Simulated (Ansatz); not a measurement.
All values below come from Ansatz (a program for electronic structure) with CAM-B3LYP-D3(BJ)/def2-TZVP. No frequencies were computed at this level.

Ansatz 0.2 input:
```yaml
crystal:
  periodic: [false, false, false]
  atoms:
    - { symbol: C, position_ang: [0.000012, 0.00001, -0.000009] }
    - { symbol: H, position_ang: [1.05001, -0.192112, 0.003511] }
    - { symbol: H, position_ang: [-0.691333, -0.813258, -0.001383] }
    - { symbol: H, position_ang: [-0.358689, 1.005361, -0.00212] }
basis:
  gaussian: { orbitals: def2-tzvp }
hamiltonian:
  xc: cam_b3lyp
  dispersion: d3bj
relax:
  max_steps: 150
magnetization:
  spin_polarized: true
  initial_magnetization: 1
```

Output:

```
Functional definition: CAM-B3LYP
312 factors; their error is unknown
118 factors; integrals over basis functions are off by at most 1.7e-6 eV
mean field evaluation 1: about -1081.8833 eV, gradient 2.0e1 eV
mean field evaluation 2: about -1082.6895 eV, gradient 1.5e1 eV
mean field evaluation 4: about -1083.7550 eV, gradient 1.2e-1 eV
mean field evaluation 8: about -1083.7469 eV, gradient 2.3e-2 eV
mean field -1083.74694425 eV, -39.8269656112 hartree, gradient 4.2e-5 eV, S^2 0.753514; 0 other end points of the search recorded, 0 dependent functions left out
reference -1083.74702750 eV, -39.8269686703 hartree; 5, 4 occupied and 44, 45 virtual orbitals, 312 factors
relax step   1: F+E_penalty+E_count = -1083.76120431 eV  Δ(F+E_penalty+E_count) = +0.000e0 eV  max|allowed force component| = 4.024e-1 eV/Å  Δτ_max = 0.0000 Å  (22 SCF iters, accepted)
these checks for a lower state are left out or cut short: starts, cluster_reference, orbital_swaps, neighbouring_geometries, increment
312 factors; their error is unknown
118 factors; integrals over basis functions are off by at most 1.8e-6 eV
mean field evaluation 16: about -1083.7614 eV, gradient 4.8e-4 eV
mean field -1083.75316916 eV, -39.8271943723 hartree, gradient 6.9e-6 eV, S^2 0.753598; 0 other end points of the search recorded, 0 dependent functions left out
reference -1083.75325261 eV, -39.8271974390 hartree; 5, 4 occupied and 44, 45 virtual orbitals, 312 factors
relax step   2: F+E_penalty+E_count = -1083.76742834 eV  Δ(F+E_penalty+E_count) = -6.224e-3 eV  max|allowed force component| = 9.904e-2 eV/Å  Δτ_max = 0.0082 Å  (29 SCF iters, accepted)
these checks for a lower state are left out or cut short: starts, cluster_reference, orbital_swaps, neighbouring_geometries, increment
312 factors; their error is unknown
118 factors; integrals over basis functions are off by at most 1.8e-6 eV
mean field -1083.75304968 eV, -39.8271899814 hartree, gradient 7.0e-6 eV, S^2 0.753622; 0 other end points of the search recorded, 0 dependent functions left out
reference -1083.75313323 eV, -39.8271930520 hartree; 5, 4 occupied and 44, 45 virtual orbitals, 312 factors
relax step   3: F+E_penalty+E_count = -1083.76730864 eV  Δ(F+E_penalty+E_count) = +1.197e-4 eV  max|allowed force component| = 5.377e-2 eV/Å  Δτ_max = 0.0153 Å  (29 SCF iters, rejected (line search))
these checks for a lower state are left out or cut short: starts, cluster_reference, orbital_swaps, neighbouring_geometries, increment
312 factors; their error is unknown
118 factors; integrals over basis functions are off by at most 1.8e-6 eV
mean field evaluation 32: about -1083.7536 eV, gradient 4.4e-4 eV
mean field -1083.75358392 eV, -39.8272096144 hartree, gradient 1.5e-5 eV, S^2 0.753627; 0 other end points of the search recorded, 0 dependent functions left out
reference -1083.75366744 eV, -39.8272126837 hartree; 5, 4 occupied and 44, 45 virtual orbitals, 312 factors
relax step   4: F+E_penalty+E_count = -1083.76784283 eV  Δ(F+E_penalty+E_count) = -4.145e-4 eV  max|allowed force component| = 1.913e-3 eV/Å  Δτ_max = 0.0028 Å  (21 SCF iters, accepted)
312 factors; their error is unknown
118 factors; integrals over basis functions are off by at most 1.8e-6 eV
mean field -1083.75358392 eV, -39.8272096144 hartree, gradient 1.6e-5 eV, S^2 0.753627; 1 other end points of the search recorded, 0 dependent functions left out
reference -1083.75366744 eV, -39.8272126837 hartree; 5, 4 occupied and 44, 45 virtual orbitals, 312 factors
Total energy: -1083.76792635 eV, -39.8277366891 hartree
Atom 0 at     0.000002     0.000001     0.000003 Å, force    -0.000044    -0.000041    -0.000012 eV/Å
Atom 1 at     1.060789    -0.194054     0.003543 Å, force    -0.001913     0.000358    -0.000002 eV/Å
Atom 2 at    -0.698453    -0.821645    -0.001401 Å, force     0.001294     0.001521     0.000007 eV/Å
Atom 3 at    -0.362338     1.015700    -0.002146 Å, force     0.000664    -0.001837     0.000008 eV/Å
Dipole moment:    -0.000000     0.000000    -0.000002 e Å
```

Cost: around 2.1 core-seconds (rough).
